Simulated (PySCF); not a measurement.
Start geometry of thiopropynal, `C(=S)C#C` from GFN2-xTB (Å):
```
atom  x, y, z in Å
C1     1.542   -0.200   -0.060
C2     0.360    0.032   -0.007
C3    -1.016    0.241    0.049
S4    -2.111   -0.956   -0.088
H5     2.575   -0.382   -0.105
H6    -1.347    1.267    0.190
```

**Question.** What comes out of this run: PBE0/def2-TZVP geometry optimisation, gas phase (PySCF 2.14.0)?

**Answer.** 
```
atom  x, y, z in Å
C1     1.406   -0.589   -0.343
C2     0.310   -0.147   -0.108
C3    -0.983    0.356    0.137
S4    -1.400    1.255    1.415
H5     2.381   -0.972   -0.534
H6    -1.728    0.091   -0.617
```

The energy falls by 0.40 kcal/mol over 9 energy and gradient evaluations, the largest force component goes from 0.0138 to 4.0e-04 Eh/bohr, and the atoms move by 0.040 Å rms after alignment. Among the bonds, C2–C3 and C1–H5 change most and about equally (+0.015 Å). Bonds longer at the end by more than 0.005 Å: 3 of 5; shorter: 1. Rotational constants go from 39279, 3220, 2976 to 43538, 3125, 2916 MHz. The orientation of the end geometry is arbitrary; only internal coordinates are fixed.

The run used 142 basis functions and 72 SCF cycles in all. The run took 44 s of wall time on one thread, Arm Neoverse N1 (aarch64) (shared host), and the process peaked at 0.48 GiB of memory.

Whether it is a minimum is left open (no frequencies).
